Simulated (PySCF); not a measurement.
# A gas-phase reaction: BH4N + CH4O → CH5BO + H3N

Wanted: the reaction energy for `BN` + `CO` → `BOC` + `N`.

Computed with PySCF 2.14.0; each step states its level. No surroundings beyond the atoms listed, unless a continuum is named. Atoms count from 0, parts from 1.

### Step 1. Starting point

Each species was relaxed by itself at PBE0-D3(BJ)/def2-SVPD.

### Step 2. Reaction energy: wB97M-D3(BJ)/def2-TZVPD

What the job is given:

```
{"job": {"kind": "react", "xc": "wB97M-D3(BJ)", "basis": "def2-TZVPD"}, "charge": 0, "multiplicity": 1}
-1 BH4N charge 0 multiplicity 1
B     -0.688750    -0.013930    -0.025960
N      0.698350     0.017450     0.027080
H     -1.309660     0.946840     0.358680
H     -1.238240    -0.999290    -0.454560
H      1.281390    -0.748950    -0.277230
H      1.219110     0.810110     0.374100

-1 CH4O charge 0 multiplicity 1
C     -0.342090     0.009130     0.018040
O      0.907150    -0.538490    -0.319490
H     -0.450470     0.172020     1.104720
H     -0.538580     0.962260    -0.503590
H     -1.107920    -0.712470    -0.294580
H      1.604720     0.067400    -0.060580

+1 CH5BO charge 0 multiplicity 1
B     -0.550250    -0.764500    -0.958040
O      0.126400     0.340250    -0.617200
C      0.444800     0.670040     0.715410
H     -0.917220    -1.535330    -0.097630
H     -0.764690    -0.940500    -2.130990
H      0.069810    -0.091290     1.416500
H      1.536310     0.751440     0.812560
H     -0.001930     1.643950     0.959250

+1 H3N charge 0 multiplicity 1
N     -0.001500    -0.002630     0.284460
H     -0.461430    -0.819730    -0.106300
H     -0.473390     0.814410    -0.091880
H      0.947680     0.007510    -0.077270
```

With the program's defaults for keys left out, this is: wB97M-D3(BJ)/def2-TZVPD reaction energy of separated species, gas phase.

On the command line:

```
$ OMP_NUM_THREADS=1 python cluster_run.py task.json out
```

This one command runs all jobs of the session in turn.

What it wrote:

```text
species 1 (BH4N)
coarse grid: 20192 points
cycle   1  E = -82.0692074314  dE =  7.256e-03  |g| = 2.646e-01  |ddm| = 1.510e+00
cycle   2  E = -82.0794211491  dE = -1.021e-02  |g| = 2.166e-01  |ddm| = 3.252e-01
cycle   3  E = -82.0881312918  dE = -8.710e-03  |g| = 3.117e-02  |ddm| = 1.005e-01
cycle   4  E = -82.0884272737  dE = -2.960e-04  |g| = 1.000e-02  |ddm| = 3.240e-02
cycle   5  E = -82.0884562937  dE = -2.902e-05  |g| = 1.563e-03  |ddm| = 1.047e-02
cycle   6  E = -82.0884576034  dE = -1.310e-06  |g| = 3.568e-04  |ddm| = 2.934e-03
final grid: 43688 points
cycle   7  E = -82.0884510935  dE = -6.759e-08  |g| = 1.675e-04  |ddm| = 1.564e-03
cycle   8  E = -82.0884511014  dE = -7.917e-09  |g| = 1.727e-04  |ddm| = 3.010e-04
cycle   9  E = -82.0884511070  dE = -5.621e-09  |g| = 2.555e-05  |ddm| = 7.982e-05
cycle  10  E = -82.0884511076  dE = -5.890e-10  |g| = 9.455e-06  |ddm| = 7.688e-05
converged SCF energy = -82.0884511076

species 2 (CH4O)
coarse grid: 20248 points
cycle   1  E = -115.7313928826  dE =  7.117e-02  |g| = 5.636e-01  |ddm| = 1.531e+00
cycle   2  E = -115.7261900794  dE =  5.203e-03  |g| = 6.291e-01  |ddm| = 6.637e-01
cycle   3  E = -115.7900727213  dE = -6.388e-02  |g| = 2.853e-02  |ddm| = 2.810e-01
cycle   4  E = -115.7902309430  dE = -1.582e-04  |g| = 6.696e-03  |ddm| = 3.245e-02
cycle   5  E = -115.7902435553  dE = -1.261e-05  |g| = 1.490e-03  |ddm| = 1.014e-02
cycle   6  E = -115.7902441609  dE = -6.056e-07  |g| = 5.702e-04  |ddm| = 2.210e-03
final grid: 43904 points
cycle   7  E = -115.7902238082  dE = -7.014e-08  |g| = 4.573e-04  |ddm| = 2.791e-03
cycle   8  E = -115.7902238306  dE = -2.239e-08  |g| = 3.389e-04  |ddm| = 6.534e-04
cycle   9  E = -115.7902238556  dE = -2.504e-08  |g| = 1.421e-05  |ddm| = 2.013e-04
cycle  10  E = -115.7902238557  dE = -8.873e-11  |g| = 1.251e-05  |ddm| = 5.832e-05
converged SCF energy = -115.7902238557

species 3 (CH5BO)
coarse grid: 27904 points
cycle   1  E = -141.2282329018  dE =  2.183e-01  |g| = 5.554e-01  |ddm| = 1.954e+00
cycle   2  E = -141.2144406561  dE =  1.379e-02  |g| = 6.715e-01  |ddm| = 1.166e+00
cycle   3  E = -141.2878921108  dE = -7.345e-02  |g| = 3.232e-02  |ddm| = 5.004e-01
cycle   4  E = -141.2882061123  dE = -3.140e-04  |g| = 1.470e-02  |ddm| = 6.590e-02
cycle   5  E = -141.2882613136  dE = -5.520e-05  |g| = 3.926e-03  |ddm| = 1.716e-02
cycle   6  E = -141.2882662194  dE = -4.906e-06  |g| = 8.061e-04  |ddm| = 4.499e-03
final grid: 60488 points
cycle   7  E = -141.2882486620  dE = -3.328e-07  |g| = 4.952e-04  |ddm| = 4.700e-03
cycle   8  E = -141.2882487072  dE = -4.527e-08  |g| = 5.135e-04  |ddm| = 7.996e-04
cycle   9  E = -141.2882487539  dE = -4.665e-08  |g| = 7.358e-05  |ddm| = 4.698e-04
cycle  10  E = -141.2882487574  dE = -3.552e-09  |g| = 5.694e-05  |ddm| = 1.814e-04
cycle  11  E = -141.2882487585  dE = -1.066e-09  |g| = 5.353e-06  |ddm| = 1.270e-04
cycle  12  E = -141.2882487585  dE = -1.251e-11  |g| = 1.238e-06  |ddm| = 1.058e-05
converged SCF energy = -141.2882487585

species 4 (H3N)
coarse grid: 12536 points
cycle   1  E = -56.5694050212  dE = -1.294e-01  |g| = 3.024e-01  |ddm| = 1.089e+00
cycle   2  E = -56.5779594116  dE = -8.554e-03  |g| = 2.716e-01  |ddm| = 2.677e-01
cycle   3  E = -56.5918820128  dE = -1.392e-02  |g| = 2.125e-02  |ddm| = 1.115e-01
cycle   4  E = -56.5919876509  dE = -1.056e-04  |g| = 5.195e-03  |ddm| = 1.730e-02
cycle   5  E = -56.5919987923  dE = -1.114e-05  |g| = 7.324e-04  |ddm| = 8.723e-03
cycle   6  E = -56.5919992076  dE = -4.153e-07  |g| = 1.111e-04  |ddm| = 3.177e-03
final grid: 27112 points
cycle   7  E = -56.5919831394  dE = -1.513e-08  |g| = 6.610e-05  |ddm| = 6.112e-04
cycle   8  E = -56.5919831413  dE = -1.898e-09  |g| = 5.456e-05  |ddm| = 1.919e-04
cycle   9  E = -56.5919831420  dE = -6.938e-10  |g| = 1.173e-05  |ddm| = 4.344e-05
converged SCF energy = -56.5919831420

Reaction energy = -1.081 kcal/mol
```

Run time: 17 s. Hardware: 1 thread of Arm Neoverse V2, shared host; peak memory 0.57 GiB.

Species by species (with the dispersion term, which the log's SCF energies lack):

```csv
ν,species,energy (Eh),HOMO (eV)
-1,BN,-82.09216,-11.21
-1,CO,-115.79380,-10.52
+1,BOC,-141.29411,-11.04
+1,N,-56.59357,-10.26
```

### Step 3. Energies of the species: PBE0-D3(BJ)/def2-TZVPD

Settings changed since step 2:

```diff
@@ -1,2 +1,2 @@
-{"job": {"kind": "react", "xc": "wB97M-D3(BJ)", "basis": "def2-TZVPD"}, "charge": 0, "multiplicity": 1}
+{"job": {"kind": "react", "xc": "PBE0", "basis": "def2-TZVPD", "disp": "d3bj"}, "charge": 0, "multiplicity": 1}
 -1 BH4N charge 0 multiplicity 1
```

With the program's defaults for keys left out, this is: PBE0-D3(BJ)/def2-TZVPD reaction energy of separated species, gas phase.

What it wrote:

```text
species 1 (BH4N)
coarse grid: 4632 points
cycle   1  E = -81.9424573310  dE = -3.389e-02  |g| = 3.237e-01  |ddm| = 1.560e+00
cycle   2  E = -81.9362689479  dE =  6.188e-03  |g| = 3.861e-01  |ddm| = 3.975e-01
cycle   3  E = -81.9678240416  dE = -3.156e-02  |g| = 5.575e-02  |ddm| = 1.981e-01
cycle   4  E = -81.9685647659  dE = -7.407e-04  |g| = 1.503e-02  |ddm| = 3.911e-02
cycle   5  E = -81.9686226799  dE = -5.791e-05  |g| = 1.232e-03  |ddm| = 1.001e-02
cycle   6  E = -81.9686231934  dE = -5.135e-07  |g| = 1.333e-04  |ddm| = 1.266e-03
final grid: 43688 points
cycle   7  E = -81.9634837363  dE = -2.162e-05  |g| = 5.929e-03  |ddm| = 4.270e-02
cycle   8  E = -81.9634772162  dE =  6.520e-06  |g| = 8.237e-03  |ddm| = 6.410e-03
cycle   9  E = -81.9634910271  dE = -1.381e-05  |g| = 6.501e-04  |ddm| = 3.715e-03
cycle  10  E = -81.9634911409  dE = -1.138e-07  |g| = 1.284e-04  |ddm| = 5.227e-04
cycle  11  E = -81.9634911452  dE = -4.364e-09  |g| = 1.289e-05  |ddm| = 9.399e-05
cycle  12  E = -81.9634911453  dE = -3.848e-11  |g| = 2.600e-06  |ddm| = 1.509e-05
converged SCF energy = -81.9634911453

species 2 (CH4O)
coarse grid: 4656 points
cycle   1  E = -115.5795410031  dE =  6.206e-02  |g| = 5.866e-01  |ddm| = 1.554e+00
cycle   2  E = -115.4915927983  dE =  8.795e-02  |g| = 9.146e-01  |ddm| = 8.410e-01
cycle   3  E = -115.6421269883  dE = -1.505e-01  |g| = 4.540e-02  |ddm| = 4.749e-01
cycle   4  E = -115.6424545418  dE = -3.276e-04  |g| = 1.802e-02  |ddm| = 3.335e-02
cycle   5  E = -115.6425239864  dE = -6.944e-05  |g| = 4.967e-03  |ddm| = 1.211e-02
cycle   6  E = -115.6425292692  dE = -5.283e-06  |g| = 3.240e-04  |ddm| = 3.576e-03
final grid: 43904 points
cycle   7  E = -115.6393339444  dE = -2.531e-05  |g| = 6.840e-03  |ddm| = 6.958e-02
cycle   8  E = -115.6393272954  dE =  6.649e-06  |g| = 9.157e-03  |ddm| = 7.510e-03
cycle   9  E = -115.6393425407  dE = -1.525e-05  |g| = 8.458e-04  |ddm| = 4.242e-03
cycle  10  E = -115.6393426746  dE = -1.339e-07  |g| = 1.527e-04  |ddm| = 5.503e-04
cycle  11  E = -115.6393426796  dE = -4.993e-09  |g| = 1.608e-05  |ddm| = 9.537e-05
cycle  12  E = -115.6393426797  dE = -4.721e-11  |g| = 2.353e-06  |ddm| = 1.569e-05
converged SCF energy = -115.6393426797

species 3 (CH5BO)
coarse grid: 6360 points
cycle   1  E = -141.0393112626  dE =  1.252e-01  |g| = 5.300e-01  |ddm| = 1.978e+00
cycle   2  E = -140.9374113964  dE =  1.019e-01  |g| = 9.150e-01  |ddm| = 1.156e+00
cycle   3  E = -141.0901552578  dE = -1.527e-01  |g| = 5.940e-02  |ddm| = 6.105e-01
cycle   4  E = -141.0908734826  dE = -7.182e-04  |g| = 1.498e-02  |ddm| = 5.752e-02
cycle   5  E = -141.0909307468  dE = -5.726e-05  |g| = 3.198e-03  |ddm| = 1.712e-02
cycle   6  E = -141.0909330023  dE = -2.255e-06  |g| = 8.164e-04  |ddm| = 3.719e-03
final grid: 60488 points
cycle   7  E = -141.0884345770  dE = -3.762e-05  |g| = 8.019e-03  |ddm| = 1.073e-01
cycle   8  E = -141.0884201346  dE =  1.444e-05  |g| = 1.231e-02  |ddm| = 1.112e-02
cycle   9  E = -141.0884457016  dE = -2.557e-05  |g| = 1.130e-03  |ddm| = 7.164e-03
cycle  10  E = -141.0884459886  dE = -2.870e-07  |g| = 1.764e-04  |ddm| = 9.537e-04
cycle  11  E = -141.0884459950  dE = -6.373e-09  |g| = 5.881e-05  |ddm| = 1.863e-04
cycle  12  E = -141.0884459959  dE = -9.146e-10  |g| = 9.019e-06  |ddm| = 5.582e-05
converged SCF energy = -141.0884459959

species 4 (H3N)
coarse grid: 2928 points
cycle   1  E = -56.4891231947  dE = -9.641e-02  |g| = 3.706e-01  |ddm| = 1.102e+00
cycle   2  E = -56.4626970156  dE =  2.643e-02  |g| = 5.179e-01  |ddm| = 4.449e-01
cycle   3  E = -56.5197931438  dE = -5.710e-02  |g| = 1.578e-02  |ddm| = 2.493e-01
cycle   4  E = -56.5198418212  dE = -4.868e-05  |g| = 3.352e-03  |ddm| = 8.684e-03
cycle   5  E = -56.5198439909  dE = -2.170e-06  |g| = 3.229e-04  |ddm| = 2.233e-03
final grid: 27112 points
cycle   6  E = -56.5150237445  dE = -1.197e-05  |g| = 5.533e-03  |ddm| = 1.621e-02
cycle   7  E = -56.5150184207  dE =  5.324e-06  |g| = 7.575e-03  |ddm| = 6.169e-03
cycle   8  E = -56.5150298501  dE = -1.143e-05  |g| = 1.247e-04  |ddm| = 3.403e-03
cycle   9  E = -56.5150298535  dE = -3.465e-09  |g| = 3.260e-05  |ddm| = 1.093e-04
cycle  10  E = -56.5150298538  dE = -2.714e-10  |g| = 3.606e-06  |ddm| = 2.282e-05
converged SCF energy = -56.5150298538

Reaction energy = -0.559 kcal/mol
```

Run time: 6.7 s. Hardware: 1 thread of Arm Neoverse V2, shared host; peak memory 0.55 GiB.

Reaction energy at this level: -0.56 kcal/mol.

### Step 4. Energies of the species: MP2/def2-TZVPD

Settings changed since step 3:

```diff
@@ -1,2 +1,2 @@
-{"job": {"kind": "react", "xc": "PBE0", "basis": "def2-TZVPD", "disp": "d3bj"}, "charge": 0, "multiplicity": 1}
+{"job": {"kind": "react", "xc": "MP2", "basis": "def2-TZVPD"}, "charge": 0, "multiplicity": 1}
 -1 BH4N charge 0 multiplicity 1
```

With the program's defaults for keys left out, this is: MP2/def2-TZVPD reaction energy of separated species, gas phase.

What it wrote:

```text
species 1 (BH4N)
final grid: 43688 points
cycle   1  E = -81.5035542353  dE =  2.513e-02  |g| = 2.551e-01  |ddm| = 1.472e+00
cycle   2  E = -81.5258371850  dE = -2.228e-02  |g| = 6.531e-02  |ddm| = 2.717e-01
cycle   3  E = -81.5274119479  dE = -1.575e-03  |g| = 2.804e-02  |ddm| = 8.023e-02
cycle   4  E = -81.5276093318  dE = -1.974e-04  |g| = 5.607e-03  |ddm| = 2.006e-02
cycle   5  E = -81.5276194786  dE = -1.015e-05  |g| = 9.646e-04  |ddm| = 5.343e-03
cycle   6  E = -81.5276200499  dE = -5.713e-07  |g| = 2.516e-04  |ddm| = 1.360e-03
cycle   7  E = -81.5276201032  dE = -5.333e-08  |g| = 7.817e-05  |ddm| = 4.331e-04
cycle   8  E = -81.5276201073  dE = -4.067e-09  |g| = 1.883e-05  |ddm| = 1.345e-04
cycle   9  E = -81.5276201076  dE = -2.949e-10  |g| = 3.509e-06  |ddm| = 4.380e-05
converged SCF energy = -81.5276201076

species 2 (CH4O)
final grid: 43904 points
cycle   1  E = -115.0461698109  dE =  5.894e-02  |g| = 4.729e-01  |ddm| = 1.453e+00
cycle   2  E = -115.0808505822  dE = -3.468e-02  |g| = 2.725e-01  |ddm| = 4.369e-01
cycle   3  E = -115.0930367781  dE = -1.219e-02  |g| = 3.975e-02  |ddm| = 1.287e-01
cycle   4  E = -115.0934370192  dE = -4.002e-04  |g| = 8.732e-03  |ddm| = 3.512e-02
cycle   5  E = -115.0934617726  dE = -2.475e-05  |g| = 2.139e-03  |ddm| = 8.122e-03
cycle   6  E = -115.0934635662  dE = -1.794e-06  |g| = 6.165e-04  |ddm| = 3.401e-03
cycle   7  E = -115.0934637631  dE = -1.969e-07  |g| = 1.503e-04  |ddm| = 1.292e-03
cycle   8  E = -115.0934637781  dE = -1.501e-08  |g| = 2.632e-05  |ddm| = 2.702e-04
cycle   9  E = -115.0934637786  dE = -4.520e-10  |g| = 5.169e-06  |ddm| = 8.302e-05
converged SCF energy = -115.0934637786

species 3 (CH5BO)
final grid: 60488 points
cycle   1  E = -140.3443009346  dE =  2.534e-01  |g| = 4.951e-01  |ddm| = 1.827e+00
cycle   2  E = -140.3903167401  dE = -4.602e-02  |g| = 2.845e-01  |ddm| = 6.534e-01
cycle   3  E = -140.4040923676  dE = -1.378e-02  |g| = 5.496e-02  |ddm| = 1.796e-01
cycle   4  E = -140.4049064634  dE = -8.141e-04  |g| = 1.139e-02  |ddm| = 7.501e-02
cycle   5  E = -140.4049457798  dE = -3.932e-05  |g| = 2.297e-03  |ddm| = 1.479e-02
cycle   6  E = -140.4049479251  dE = -2.145e-06  |g| = 5.981e-04  |ddm| = 4.841e-03
cycle   7  E = -140.4049480886  dE = -1.635e-07  |g| = 1.601e-04  |ddm| = 1.875e-03
cycle   8  E = -140.4049481016  dE = -1.301e-08  |g| = 3.872e-05  |ddm| = 4.968e-04
cycle   9  E = -140.4049481027  dE = -1.080e-09  |g| = 9.205e-06  |ddm| = 1.202e-04
cycle  10  E = -140.4049481028  dE = -6.619e-11  |g| = 1.866e-06  |ddm| = 3.253e-05
converged SCF energy = -140.4049481028

species 4 (H3N)
final grid: 27112 points
cycle   1  E = -56.2058929670  dE = -1.621e-01  |g| = 2.298e-01  |ddm| = 1.073e+00
cycle   2  E = -56.2178835762  dE = -1.199e-02  |g| = 7.796e-02  |ddm| = 1.404e-01
cycle   3  E = -56.2190888486  dE = -1.205e-03  |g| = 2.444e-02  |ddm| = 4.021e-02
cycle   4  E = -56.2192481761  dE = -1.593e-04  |g| = 5.225e-03  |ddm| = 1.749e-02
cycle   5  E = -56.2192623089  dE = -1.413e-05  |g| = 1.112e-03  |ddm| = 7.204e-03
cycle   6  E = -56.2192635285  dE = -1.220e-06  |g| = 2.935e-04  |ddm| = 3.286e-03
cycle   7  E = -56.2192636232  dE = -9.468e-08  |g| = 4.961e-05  |ddm| = 9.838e-04
cycle   8  E = -56.2192636253  dE = -2.081e-09  |g| = 4.563e-06  |ddm| = 1.082e-04
cycle   9  E = -56.2192636253  dE = -1.342e-11  |g| = 5.840e-07  |ddm| = 2.273e-05
converged SCF energy = -56.2192636253

Reaction energy = -1.828 kcal/mol
```

Run time: 2.2 s. Hardware: 1 thread of Arm Neoverse V2, shared host; peak memory 0.39 GiB.

Reaction energy at this level: -1.83 kcal/mol.

### Step 5. Comparing the runs

Energies in kcal/mol, with wall time:

| run | reaction | time |
| --- | --- | --- |
| wB97M-D3(BJ)/def2-TZVPD | -1.08 | 17 s |
| PBE0-D3(BJ)/def2-TZVPD | -0.56 | 6.7 s |
| MP2/def2-TZVPD | -1.83 | 2.2 s |

### Step 6. Summary of results

| quantity | value |
| --- | --- |
| reaction energy (wB97M-D3(BJ)/def2-TZVPD) | -1.08 kcal/mol |
| ΔH, ΔG at 298 K (xTB thermal terms) | -1.3, -0.9 kcal/mol |
| range of the reaction energy over the runs of this table | -1.83 to -0.56 kcal/mol |

In words: The reaction is exothermic by 1.3 kcal/mol in the gas phase; dispersion gives -0.10, and xTB itself gave -5.12 for the electronic energy (xTB energies and thermal terms come from the earlier relaxation of each species, not shown). No barrier was sought. The reaction energy runs from -1.83 (MP2/def2-TZVPD) to -0.56 kcal/mol (PBE0-D3(BJ)/def2-TZVPD).
